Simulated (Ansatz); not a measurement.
# C4H7NS: a ladder of functionals and wavefunction methods

One table from this session's results is given with a row withheld; the runs are named, their logs left out.

The runs use Ansatz 0.2.0, Gaussian basis; functionals in def2-TZVPP, the program's frozen cores in correlated methods.

The runs, in order: PBE-D4, r2SCAN-D4, PBE0-D4, B3LYP-D4, ωB97X-V, ωB97M-V, B2PLYP; CCSD(T)/def2-TZVPP; MP2/def2-QZVPP; extrapolation to the limit.

## The geometry

An earlier PBE0-D4 in a triple-zeta def2 set relaxation fixed the geometry.

SMILES `C#CC(C)(N)S`, 13 atoms, charge 0, spin multiplicity 1.

Atoms are counted from 1 here; the program's logs count them from 0.

Bond lengths: C1–C2 1.201 Å, C1–H7 1.064 Å, C2–C3 1.466 Å, C3–C4 1.523 Å, C3–N5 1.454 Å, C3–S6 1.837 Å, C4–H8 1.094 Å, C4–H9 1.091 Å, C4–H10 1.089 Å, N5–H11 1.013 Å, N5–H12 1.015 Å, S6–H13 1.344 Å. Angles: C2–C1–H7 179.6°, C1–C2–C3 178.1°, C2–C3–C4 110.2°, C2–C3–N5 113.4°, C2–C3–S6 104.9°, C4–C3–N5 108.9°, C4–C3–S6 111.2°, N5–C3–S6 108.2°, C3–C4–H8 109.8°, C3–C4–H9 109.3°, C3–C4–H10 110.7°, H8–C4–H9 108.8°, H8–C4–H10 108.6°, H9–C4–H10 109.6°, C3–N5–H11 109.7°, C3–N5–H12 109.4°, H11–N5–H12 107.7°, C3–S6–H13 94.2°.

Set-up of the first run:

Contents of in.yaml:

```yaml
crystal:
  periodic: [false, false, false]
  atoms:
    - {symbol: C, position_ang: [0.411177, -0.675870, -2.392125]}
    - {symbol: C, position_ang: [0.225466, -0.245433, -1.286912]}
    - {symbol: C, position_ang: [-0.043231, 0.253822, 0.065481]}
    - {symbol: C, position_ang: [0.723298, -0.570678, 1.091785]}
    - {symbol: N, position_ang: [-1.455038, 0.246927, 0.413563]}
    - {symbol: S, position_ang: [0.536524, 1.996891, 0.048407]}
    - {symbol: H, position_ang: [0.579047, -1.051635, -3.373718]}
    - {symbol: H, position_ang: [0.376552, -1.607846, 1.067455]}
    - {symbol: H, position_ang: [0.544660, -0.164063, 2.087818]}
    - {symbol: H, position_ang: [1.790552, -0.555435, 0.877093]}
    - {symbol: H, position_ang: [-1.976706, 0.790719, -0.263803]}
    - {symbol: H, position_ang: [-1.806548, -0.704946, 0.380857]}
    - {symbol: H, position_ang: [0.114748, 2.252844, 1.298900]}
basis:
  gaussian: {orbitals: def2-TZVPP}
hamiltonian: {xc: pbe, dispersion: d4}
output: {forces: true, orbitals: {seedname: orbitals}}
```

Started as:

```
ansatz run in.yaml --threads 4 --pin off --events-out ev --progress --plain --max-ram 10444MiB
```

Among the steps run: PBE-D4 (GGA); r2SCAN-D4 (meta-GGA); PBE0-D4 (hybrid); B3LYP-D4 (hybrid); ωB97X-V (range-separated); ωB97M-V (range-separated); B2PLYP (double hybrid); CCSD(T) in def2-TZVPP; MP2 in def2-QZVPP.

One of the session's tables, all rows but one given; the rest of the session is left out.

| method | atomisation energy (kJ/mol) |
| --- | --- |
| PBE-D4 | 5278.7 |
| r2SCAN-D4 | 5122.1 |
| PBE0-D4 | 5162.9 |
| B3LYP-D4 | 5123.2 |
| ωB97X-V | 5126.2 |
| ωB97M-V | 5143.9 |
| B2PLYP | 5067.5 |
| HF/def2-TZVPP | 3599.1 |
| MP2/def2-TZVPP | ? |
| CCSD/def2-TZVPP | 4878.2 |
| CCSD(T)/def2-TZVPP | 4973.8 |
| MP2/CBS | 5223.9 |
| CCSD(T)/CBS | 5115.5 |

Estimate the missing values for MP2/def2-TZVPP.

The run gave: atomisation energy (kJ/mol): 5082.2. In the column «atomisation energy (kJ/mol)» it lies between B2PLYP (5067.5) and CCSD(T)/CBS (5115.5).

Caveats from the session: Free atoms (4 C, 1 N, 1 S, 7 H) were run apart at each level; the atomisation energy is their sum less the molecule, without zero-point or spin-orbit terms.
